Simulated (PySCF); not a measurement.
Stepwise substitution at one centre (B Cl-H). All species are isolated molecules in the gas phase. Strings in code marks are SMILES.

The four lowest singlet excitations (Tamm–Dancoff). These are r2SCAN-D4/def2-TZVP (PySCF) values and carry that method's errors. Excitations are Tamm–Dancoff values on a coarser integration grid. The basis has no diffuse functions, so Rydberg states are missing or too high.

```
state  energy (eV)  wavelength (nm)  oscillator strength
-----  -----------  ---------------  -------------------
S1            5.86              212                0.001
S2            5.89              211                0.000
S3            7.17              173                0.183
S4            8.20              151                0.046
```

Q: Identify which member gives these states.
A. `BCl`
B. `ClB(Cl)Cl`
C. `ClBCl`

A: C, `ClBCl`
